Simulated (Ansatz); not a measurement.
Cost and result for the atomization energy of BH3OSi, SMILES `B1O[SiH2]1` (6 atoms, 6 bonds).

Cartesian coordinates in Å:
```
B -0.015 0.148 1.143
O -1.014 0.414 0.291
Si 0.297 -0.197 -0.698
H 0.066 0.265 2.324
H 0.756 0.820 -1.672
H -0.089 -1.449 -1.389
```

The species carries charge 0 and has multiplicity 1. The geometry is a stationary point of PBE0-D4/def2-TZVP. Program: Ansatz. All runs use 2 threads of an Arm Neoverse V1 on a shared host. Times are those of one run each, without the atoms' runs, and a repeat can differ threefold. Electronic energies, without spin–orbit coupling; frozen cores. CCSD(T)/CBS adds CCSD(T) − MP2 in def2-TZVPP to the MP2 limit, and its time is that of the two runs behind it. T1 = 0.017. B3LYP takes the VWN-RPA correlation (the form of Gaussian; ORCA's B3LYP/G).

CCSD(T)/CBS is a level of theory with its own doubt, some kJ/mol a heavy atom from the limit and from the frozen cores, so smaller differences don't rank the functionals.

```tsv
level	functions	wall time
LDA (SPW92)/def2-TZVPP	146	0.65 s
CCSD(T)/def2-SVP	61	0.65 s
BHLYP-D4/def2-TZVPP	146	1.6 s
CAM-B3LYP-D4/def2-TZVPP	146	1.6 s
B3LYP-D4/def2-TZVPP (with forces)	146	1.9 s
B2PLYP/def2-TZVPP	146	2.5 s
r2SCAN-D4/def2-TZVPP (with forces)	146	3 s
ωB97X-V/def2-TZVPP	146	4.6 s
B97M-V/def2-TZVPP	146	6 s
ωB97M-V/def2-TZVPP (with forces)	146	6 s
MP2/def2-QZVPP	274	7 s
CCSD(T)/def2-TZVPP	146	11 s
CCSD(T)/CBS(def2)	–	18 s
```

(1) What atomization energy does each give, and how far from CCSD(T)/CBS? (Estimate.)

## Answers

(1) The calculation gave: 
| level | atomization (kcal/mol) | difference from CCSD(T)/CBS | per bond |
| --- | --- | --- | --- |
| LDA (SPW92)/def2-TZVPP | 574.5 | 72.1 | 12.0 |
| CCSD(T)/def2-SVP | 471.2 | -31.2 | -5.2 |
| BHLYP-D4/def2-TZVPP | 487.4 | -15.0 | -2.5 |
| CAM-B3LYP-D4/def2-TZVPP | 505.8 | 3.4 | 0.6 |
| B3LYP-D4/def2-TZVPP (with forces) | 503.0 | 0.6 | 0.1 |
| B2PLYP/def2-TZVPP | 499.0 | -3.4 | -0.6 |
| r2SCAN-D4/def2-TZVPP (with forces) | 507.8 | 5.4 | 0.9 |
| ωB97X-V/def2-TZVPP | 506.2 | 3.8 | 0.6 |
| B97M-V/def2-TZVPP | 507.9 | 5.5 | 0.9 |
| ωB97M-V/def2-TZVPP (with forces) | 506.2 | 3.8 | 0.6 |
| MP2/def2-QZVPP | 508.0 | 5.6 | 0.9 |
| CCSD(T)/def2-TZVPP | 488.5 | -13.9 | -2.3 |
| CCSD(T)/CBS(def2) | 502.4 | 0.0 | 0.0 |

At CCSD(T), def2-SVP lies −31.2 kcal/mol from the extrapolated value and def2-TZVPP −13.9 kcal/mol: correlation converges slowly with the basis, and small sets miss more of it in the bonded molecule than in its fragments. The D4 term adds +3.3 kcal/mol with B3LYP and +1.7 kcal/mol with PBE0; it sums over pairs of atoms, weighted by their polarisabilities, and B3LYP, whose exchange is more repulsive, gets the larger term. In def2-TZVPP, CCSD(T) changes the Hartree–Fock value by +121.1 kcal/mol (the triples alone add +8.3 kcal/mol) and MP2 by +132.2 kcal/mol; breaking electron pairs costs correlation energy, which Hartree–Fock lacks.
